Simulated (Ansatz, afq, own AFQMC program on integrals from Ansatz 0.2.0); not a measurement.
Where AFQMC and coupled cluster stand for MgF⁻, triplet

```yaml
atoms:
  - { symbol: F, position_ang: [0.0000, 0.0000, 0.0000] }
  - { symbol: Mg, position_ang: [0.0000, 0.0000, 2.2220] }
```

Basis aug-cc-pVDZ. Only valence electrons are correlated. Ansatz 0.2.0 and our own AFQMC program on the same integrals; the CISD trial comes from CCSD amplitudes, and released means the phaseless constraint is let go. ± is one standard error of the sampling.

Determinant: UHF, the one that the program's search chose, which needn't be the lowest solution. The geometry is a point of a scan.

No full CI on the walks' own integrals is used here; CCSDT(Q) serves as the reference and is uncertain by about the last step of the cluster series.

Cautions: lower spins were not checked.

* T1 diagnostic: 0.0221
* weight of the determinant in the CISD state: 0.924
* ⟨S²⟩ of the determinant: 2.000
* size of the correlated space: 10 electrons in 44 orbitals

Reference: CCSDT(Q), correlation energy -6.748 eV. The released energy is read at 2.40 1/Eh (meV from the phaseless value at times in 1/Eh: -12 ± 20 at 0.24, -1 ± 15 at 0.51, -9 ± 18 at 0.99, -24 ± 22 at 1.62, -41 ± 31 at 2.40).

| level | E − E(reference) (meV) | share of correlation (%) |
| --- | --- | --- |
| HF | 6747.8 | 0.00 |
| MP2 | 214.6 | 96.82 |
| CCSD | 200.3 | 97.03 |
| CCSD(T) | 25.5 | 99.62 |
| CCSDT | 13.3 | 99.80 |
| ph-AFQMC/CISD | 8.9 ± 17.7 | 99.87 |
| released AFQMC | -32.5 ± 30.9 | 100.48 |

A walk keeps the symmetry of its determinant, which the program's search chose and which needn't be the lowest solution, so a lower state of the same spin and another symmetry isn't excluded. Released energies are given only where the last usable release times agree within the noise; a slower fall can still hide under it.
